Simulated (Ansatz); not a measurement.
This script drives Ansatz 0.2.0, Python API.

The script, `energy_c3h6no.py`:
```python
'''Electronic structure of the C3H6NO(-) molecule.'''

from pathlib import Path
import logging
import sys

import ansatz
import numpy as np
from rdkit import Chem
from rdkit.Chem import AllChem

logging.basicConfig(stream=sys.stdout, format='%(levelname)s:%(name)s:%(message)s')
log = logging.getLogger('calc')
log.setLevel(logging.INFO)


def main() -> None:
    # a force-field geometry from the SMILES
    rd = Chem.AddHs(Chem.MolFromSmiles('CC([O-])C=N'))
    AllChem.EmbedMolecule(rd, randomSeed=605)
    AllChem.UFFOptimizeMolecule(rd)
    system = ansatz.Crystal.molecule()
    for atom, xyz in zip(rd.GetAtoms(), rd.GetConformer().GetPositions()):
        system = system.atom(atom.GetSymbol(), xyz.round(5).tolist())

    job = system.calculation()
    job = job.basis(gaussian='cc-pVDZ')
    job = job.functional(ansatz.LibraryFunctional('wB97M-V')).charge(-1)
    job = job.forces()
    job = job.orbitals()
    done = job.run(threads=1, pin='off', runs_dir='runs')
    report = done.report

    log.info('reference energy %16.6f eV' % report['reference_energy_ev'])
    log.info('total energy     %16.6f eV' % report['free_energy_ev'])
    print('occupied orbitals outside the frozen core (up, down):', report['n_occupied'], ' frozen:', report['n_frozen'], ' virtual:', report['n_virtual'])

    symbols = [site.symbol for site in system.cartesian_sites]
    forces = np.array(report['forces_ev_ang'])
    print('largest force', round(float(np.linalg.norm(forces, axis=1).max()), 4), 'eV/A, rms', round(float(np.sqrt((forces ** 2).mean())), 4))

    charges = report['charge_distribution']
    print('dipole moment', round(4.803205 * float(np.linalg.norm(charges['dipole_moment_e_ang'])), 3), 'D')
    print('Mulliken:', [(s, round(q, 3)) for s, q in zip(symbols, charges['mulliken_charges_e'])])

    lines = Path(report['orbitals_path']).read_text().splitlines()
    field_of = lambda key: [line.split('=')[1].strip() for line in lines if line.startswith(key)]
    orbitals = [(27.211386 * float(e), s, float(n)) for e, s, n in zip(field_of('Ene='), field_of('Spin='), field_of('Occup='))]
    homo = max(e for e, _, n in orbitals if n > 0.5)
    lumo = min(e for e, _, n in orbitals if n < 0.5)
    for e, spin, n in sorted(orbitals):
        if homo - 6 < e < lumo + 5:
            log.info(f'{spin:6s} {e:10.3f} eV  occupation {n:.0f}')


if __name__ == '__main__':
    main()
```

It is started by `python energy_c3h6no.py`. Estimate its wall time and peak memory on 1 thread of Arm Neoverse V1, with other jobs on the host.

It took about 19 s, with a peak of 0.38 GiB, for 1 run of the engine.

Output of `python energy_c3h6no.py`:
```text
INFO:calc:reference energy     -6741.516689 eV
INFO:calc:total energy         -6741.516689 eV
occupied orbitals outside the frozen core (up, down): [20, 20]  frozen: 0  virtual: [80, 80]
largest force 5.089 eV/A, rms 1.2542
dipole moment 3.92 D
Mulliken: [('C', 0.074), ('C', 0.118), ('O', -0.67), ('C', 0.018), ('N', -0.211), ('H', -0.039), ('H', -0.045), ('H', -0.1), ('H', -0.132), ('H', -0.052), ('H', 0.04)]
INFO:calc:Alpha      -5.876 eV  occupation 2
INFO:calc:Alpha      -5.320 eV  occupation 2
INFO:calc:Alpha      -4.274 eV  occupation 2
INFO:calc:Alpha      -1.094 eV  occupation 2
INFO:calc:Alpha      -1.014 eV  occupation 2
INFO:calc:Alpha       7.317 eV  occupation 0
INFO:calc:Alpha       8.193 eV  occupation 0
INFO:calc:Alpha       9.141 eV  occupation 0
INFO:calc:Alpha       9.825 eV  occupation 0
INFO:calc:Alpha       9.948 eV  occupation 0
INFO:calc:Alpha      10.649 eV  occupation 0
INFO:calc:Alpha      10.781 eV  occupation 0
```

Reading the output:
- Total energies depend on the basis set; only differences at equal settings carry meaning.
- The geometry is a force-field or estimated start, not a minimum of this method, and the basis set is short of its limit.
- An ion's dipole depends on the origin; the program takes it about the centre of nuclear charge.
- Alpha marks a spatial orbital of a restricted run, filled by both spins.
- Levels such as HOMO and LUMO are orbital energies: with these approximate functionals they aren't the ionisation energy and electron affinity, and their gap isn't the fundamental gap.
- Anions want diffuse functions, which this basis lacks.
